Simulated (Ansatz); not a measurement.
Fluorite SrCl₂ was calculated with LC-ωPBE (plane waves, PAW; Ansatz, a first-principles code).

Settings: plane-wave cutoff 520 eV, 6×6×6 k mesh, scalar-relativistic PAW data made under PBE.

Computed at the level's own relaxed cell.

Problem. Predict the elastic constant C44, elastic constant C11, Voigt–Reuss–Hill shear modulus (Hill average) and elastic constant C12.

Solution. 
- elastic constant C44: 10.0 GPa
- elastic constant C11: 72.5 GPa
- Voigt–Reuss–Hill shear modulus (Hill average): 15.1 GPa
- elastic constant C12: 18.6 GPa

Elastic constants are with the ions relaxed.
